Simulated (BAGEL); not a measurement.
# PH3 (phosphine): RI-MP2/aug-cc-pVTZ (density fitting with qzvpp-jkfit)

What is the energy change on altering one bond length of PH3 (phosphine) at RI-MP2/aug-cc-pVTZ (density fitting with qzvpp-jkfit)? 

Program for the calculation: BAGEL 1.2.2.

3 further runs of the same task are left out: 1 that didn't finish, 2 set aside as unsound or not needed. Runs told in other sessions of the task aren't counted.

**1. The system as given**

The species is PH3 (4 atoms), meant as a singlet with charge 0. As SMILES, `P`. The coordinates come from a PBE0-D4/def2-TZVP relaxation.

Bond lengths: P1–H2 1.420 Å, P1–H3 1.420 Å, P1–H4 1.420 Å. Angles: H2–P1–H3 93.1°, H2–P1–H4 93.1°, H3–P1–H4 93.1°.

**2. A single-point energy at RI-MP2/aug-cc-pVTZ (density fitting with qzvpp-jkfit)**

job.json

```json
{ "bagel" : [

{
  "title" : "molecule",
  "basis" : "aug-cc-pvtz.json",
  "df_basis" : "qzvpp-jkfit",
  "angstrom" : true,
  "geometry" : [
    { "atom" : "P", "xyz" : [       0.346000,      -0.326500,      -0.332800 ] },
    { "atom" : "H", "xyz" : [       0.630900,      -0.034000,       1.027000 ] },
    { "atom" : "H", "xyz" : [      -1.005500,      -0.663000,      -0.057200 ] },
    { "atom" : "H", "xyz" : [       0.028700,       1.023500,      -0.636900 ] }
  ]
},

{
  "title" : "hf"
},

{
  "title" : "mp2",
  "ncore" : 5
}

]}
```

The basis set aug-cc-pVTZ is read from a file made from the Basis Set Exchange's data (not shown).

Run with:

```console
$ BAGEL_NUM_THREADS=1 BAGEL job.json > job.out
```

What it wrote:

```text
* using 1 threads per process

  ===============================================================
  ===============================================================

  *** Geometry ***

  { "atom" : "P", "xyz" : [      0.653845,     -0.616996,     -0.628901 ] },
  { "atom" : "H", "xyz" : [      1.192228,     -0.064251,      1.940749 ] },
  { "atom" : "H", "xyz" : [     -1.900120,     -1.252888,     -0.108092 ] },
  { "atom" : "H", "xyz" : [      0.054235,      1.934135,     -1.203567 ] },

  Number of auxiliary basis functions:      182

  Since a DF basis is specified, we compute 2- and 3-index integrals:
    o Being stored without compression. Storage requirement is 0.021 GB

  Number of basis functions:      119
  Number of electrons      :       18

    * METHOD: MOLECULE                             0.06

  *** RHF ***

  === Nuclear Repulsion ===
    17.5426218416

      * DIIS with orbital gradients will be used.

  === RHF iteration (aug-cc-pvtz.json) ===
      0       -342.37403537          0.01960772           0.01
      1       -342.47891904          0.00482343           0.02
      2       -342.48625708          0.00157628           0.02
      3       -342.48754714          0.00027030           0.02
      4       -342.48758678          0.00005258           0.02
      5       -342.48758841          0.00000841           0.02
      6       -342.48758845          0.00000230           0.02
      7       -342.48758846          0.00000029           0.02
      8       -342.48758846          0.00000007           0.02
      9       -342.48758846          0.00000002           0.02
     10       -342.48758846          0.00000000           0.02
    * SCF iteration converged.

    * Permanent dipole moment:
           (    0.157562,    -0.148730,    -0.151491) a.u.

    * METHOD: HF                                   0.29

  *** RHF ***

  === Nuclear Repulsion ===
    17.5426218416

      * DIIS with orbital gradients will be used.

  === RHF iteration (aug-cc-pvtz.json) ===
      0       -342.48758846          0.00000000           0.02
    * SCF iteration converged.

    * Permanent dipole moment:
           (    0.157562,    -0.148730,    -0.151491) a.u.

  === DF-MP2 calculation ===

    * freezing 5 orbitals
    * 3-index integral transformation done
    * assembly done

      MP2 correlation energy:   -0.1725505259      0.01

      MP2 total energy:       -342.6601389821

    * METHOD: MP2                                  0.05

  ===============================================================
```

Run time: 0.54 s. Hardware: 1 thread of Arm Neoverse V1, shared host.

**3. The distorted shape at the same level**

input.json

```json
{ "bagel": [

{
  "title": "molecule",
  "basis": "aug-cc-pvtz.json",
  "df_basis": "qzvpp-jkfit",
  "angstrom": true,
  "geometry": [
    { "atom": "P", "xyz": [    0.504648,   -1.001493,   -0.180752 ] },
    { "atom": "H", "xyz": [    0.789548,   -0.708993,    1.179048 ] },
    { "atom": "H", "xyz": [   -0.846852,   -1.337993,    0.094848 ] },
    { "atom": "H", "xyz": [    0.028700,    1.023500,   -0.636900 ] }
  ]
},
{
  "title": "hf"
},
{
  "title": "mp2",
  "ncore": 5
}

]}
```

The basis set aug-cc-pVTZ is read from a file made from the Basis Set Exchange's data (not shown).

Run with:

```console
$ BAGEL_NUM_THREADS=1 BAGEL input.json > input.out
```

What it wrote:

```text
* using 1 threads per process

  ===============================================================
  ===============================================================

  *** Geometry ***

  { "atom" : "P", "xyz" : [      0.953647,     -1.892547,     -0.341572 ] },
  { "atom" : "H", "xyz" : [      1.492029,     -1.339803,      2.228078 ] },
  { "atom" : "H", "xyz" : [     -1.600318,     -2.528440,      0.179237 ] },
  { "atom" : "H", "xyz" : [      0.054235,      1.934135,     -1.203567 ] },

  Number of auxiliary basis functions:      182

  Since a DF basis is specified, we compute 2- and 3-index integrals:
    o Being stored without compression. Storage requirement is 0.021 GB

  Number of basis functions:      119
  Number of electrons      :       18

    * METHOD: MOLECULE                             0.07

  *** RHF ***

  === Nuclear Repulsion ===
    15.5691373063

      * DIIS with orbital gradients will be used.

  === RHF iteration (aug-cc-pvtz.json) ===
      0       -342.27821519          0.01817027           0.02
      1       -342.38693278          0.00638596           0.02
      2       -342.40079795          0.00171988           0.02
      3       -342.40258595          0.00043148           0.02
      4       -342.40270375          0.00007535           0.02
      5       -342.40270858          0.00001532           0.02
      6       -342.40270879          0.00000600           0.02
      7       -342.40270884          0.00000199           0.02
      8       -342.40270884          0.00000046           0.02
      9       -342.40270884          0.00000010           0.02
     10       -342.40270884          0.00000002           0.02
     11       -342.40270884          0.00000001           0.02
    * SCF iteration converged.

    * Permanent dipole moment:
           (    0.073800,     0.331895,    -0.303877) a.u.

    * METHOD: HF                                   0.32

  *** RHF ***

  === Nuclear Repulsion ===
    15.5691373063

      * DIIS with orbital gradients will be used.

  === RHF iteration (aug-cc-pvtz.json) ===
      0       -342.40270884          0.00000000           0.02
    * SCF iteration converged.

    * Permanent dipole moment:
           (    0.073799,     0.331895,    -0.303877) a.u.

  === DF-MP2 calculation ===

    * freezing 5 orbitals
    * 3-index integral transformation done
    * assembly done

      MP2 correlation energy:   -0.1781278804      0.01

      MP2 total energy:       -342.5808367203

    * METHOD: MP2                                  0.05

  ===============================================================
```

It took 0.58 s on 1 thread of Arm Neoverse V1, shared host.

**4. What came out**

At RI-MP2/aug-cc-pVTZ (density fitting with qzvpp-jkfit), 5 core orbitals frozen:

| quantity | value |
| --- | --- |
| first shape: total energy | -342.66014 Eh |
| first shape: correlation energy (5 core orbitals frozen) | -172.6 mEh |
| distorted shape: total energy | -342.58084 Eh |
| distorted shape: correlation energy (5 core orbitals frozen) | -178.1 mEh |
| energy change with the P1–H4 bond stretched from 1.420 to 2.130 Å | 2.158 eV |

One bond (distorted shape) is far stretched, which a spin-restricted single reference describes badly; perturbation theory on it can break down and give far too much correlation. With the P1–H4 bond stretched from 1.420 to 2.130 Å the energy rises by 2.16 eV (208 kJ/mol). The first shape isn't relaxed at this level, so the change isn't measured from a minimum. A restricted reference can't describe the breaking bond well at this length.
